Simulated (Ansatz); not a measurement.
Worked example: correlation energy of [Br···H···CH3], doublet

Geometry: a point of a hydrogen-transfer path between rigid fragments, not a stationary point.

| atom | x (Å) | y (Å) | z (Å) |
| --- | --- | --- | --- |
| Br | -0.4593 | 0.0000 | 0.0000 |
| H | 0.9613 | 0.0000 | 0.0000 |
| C | 2.3767 | 0.0000 | 0.0000 |
| H | 2.3767 | -1.0800 | 0.0000 |
| H | 2.3767 | 0.5400 | 0.9353 |
| H | 2.3767 | 0.5400 | -0.9353 |

Basis cc-pVDZ; Ansatz 0.2.0. Only valence electrons are correlated (noble-gas cores and the filled d shells of p-block atoms frozen), which leaves 15 electrons in 46 orbitals. R marks a restricted (for open shells ROHF) determinant, U an unrestricted one. No spin–orbit coupling is included, and no scalar relativity.

Full CI isn't at hand for all of this; UCCSDT(Q) serves as the reference, and is uncertain by about the last step of the cluster series.

Runs differ by some tens of microhartree through their thresholds and, for an open shell, their frozen cores, so steps under 0.03 kcal/mol mean nothing.

| level | total energy (hartree) |
| --- | --- |
| UHF | -2612.505797 |
| UMP2 | -2612.772599 |
| UCCSD | -2612.808008 |
| UCCSD(T) | -2612.814239 |
| UCCSDT | -2612.814963 |
| UCCSDT(Q) | -2612.815401 |

Problem. What is the correlation energy at UCCSDT(Q), and what share of it do UMP2 and UCCSD(T) recover?

Solution. E(corr) = -2612.815401 − (-2612.505797) = -0.309604 hartree = -8.425 eV. UMP2: -0.266802 / -0.309604 = 86.18 %. UCCSD(T): -0.308442 / -0.309604 = 99.62 %.

Problem. By how many kcal/mol does UCCSD(T) miss UCCSDT(Q) (1 hartree = 627.509 kcal/mol), and which steps make up the rest?

Solution. -2612.814239 − (-2612.815401) = 0.001162 hartree = 0.73 kcal/mol. Steps: UCCSDT − UCCSD(T) = -0.45, UCCSDT(Q) − UCCSDT = -0.27 kcal/mol. That is within 1 kcal/mol of the reference in this basis, which itself misses far more of the correlation at the basis-set limit.
